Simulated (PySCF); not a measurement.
# CF and its ions

UHF; basis C pcseg-2, F pcseg-2; no relativity; PySCF 2.14. Neutral (UHF): doublet (π ↑), Re = 1.254 Å, ωe = 1413 cm⁻¹, De = 3.51 eV, HOMO -10.70 eV, LUMO 1.77 eV.

CF⁺ (RHF): singlet (closed shell), Re = 1.131 Å, ωe = 1977 cm⁻¹, De = 5.48 eV to C⁺ + F. The energies at the minima are -137.22453 hartree for CF and -136.90033 for CF⁺.

Question: Work out the adiabatic ionisation energy, without and with harmonic zero-point energies (1 hartree = 27.2114 eV, 1 eV = 8065.5 cm⁻¹), and the change of the bond length.

Answer: At HF: 0.32420 hartree = 8.822 eV between the minima; the zero-point term (1977.0 − 1413.0)/2 cm⁻¹ = +0.035 eV makes it 8.857 eV. Re changes by -12.3 pm against the neutral. The electron leaves a π orbital, and the shorter bond of the ion fits an antibonding orbital, or a change in how ionic the bond is.

For an ion De counts to the pair picked by the measured ionisation energies or electron affinities, which need not be the lowest pair at this level. Where the molecule has an RHF reference, its open-shell atoms are computed with UHF. Hartree–Fock leaves out correlation, which carries a large part of most bond energies and some tenths to 1 eV of ionisation energies. States were picked by a PBE0 search and need not be the measured ground states.

Neutral and ion stand on different kinds of reference determinant, which adds to the error of the difference.
